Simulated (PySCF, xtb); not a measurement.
Bond stretch in HCl, singlet.

Methods: RCCSD(T) = CCSD(T) on RHF/6-31G, 5 core orbitals frozen in PySCF; UHF/6-31G (PySCF); GFN1-xTB (xtb); RMP2 = PySCF with MP2 on RHF/6-31G, 5 core orbitals frozen; UMP2 = MP2 on UHF/6-31G, 5 core orbitals frozen (PySCF).

Energies are in kJ/mol, each relative to the lowest point of its own curve near equilibrium.

```
R / Å  RCCSD(T)    UHF  GFN1-xTB   RMP2   UMP2
-----  --------  -----  --------  -----  -----
0.96      364.3  337.1     292.8  358.8  358.8
1.03      202.3  180.0     140.3  197.5  197.5
1.10      100.6   83.6      56.6   96.8   96.8
1.16       47.6   35.2      19.4   44.6   44.6
1.19       30.0   19.9       9.1   27.5   27.5
1.23       13.7    6.8       1.6   11.9   11.9
1.28        2.8    0.0       0.0    2.0    2.0
1.32        0.0    0.5       3.5    0.0    0.0
1.37        2.1    6.9      12.2    3.3    3.3
1.42        8.9   18.1      24.7   11.4   11.4
1.49       23.9   39.6      46.7   28.6   28.6
1.58       49.0   73.7      80.5   57.0   57.0
1.72       93.6  133.4     140.4  108.1  117.9
1.90      150.9  186.8     218.7  176.2  211.8
2.12      211.4  219.5     303.9  253.6  265.2
2.30      249.5  233.3     362.5  308.6  286.6
2.59      289.1  244.0     435.9  378.1  302.7
2.84      305.6  248.0     480.6  418.6  308.5
3.10      312.2  249.9     512.4  442.7  311.2
3.46      312.6  251.0     538.5  450.2  312.6
3.79      310.1  251.4         —  436.3  313.1
4.50      305.1  251.6         —  365.5  313.4
5.14      303.2  251.7         —  280.1  313.5
```

At the longest distance, 5.14 Å, UMP2 lies highest above its minimum (313.5 kJ/mol) and UHF lowest (251.7 kJ/mol).

The RMP2 curve passes through a maximum at 3.46 Å and then falls by 170.1 kJ/mol up to the last usable point.

Dashes: no converged value, or the column stops at the first point that the program doubted or that broke a chosen test of continuity, which isn't proof of a fault.

The T1 diagnostic of CCSD on the restricted reference of RCCSD(T), RMP2 exceeds 0.045 at 2.59 to 5.14 Å. The unrestricted determinant behind UHF, UMP2 is spin-contaminated at 1.72 to 5.14 Å (<S²> up to 1.0, against 0.00 for a pure singlet). The restricted form behind RMP2 keeps the bonding electrons paired and can't separate into open-shell fragments.
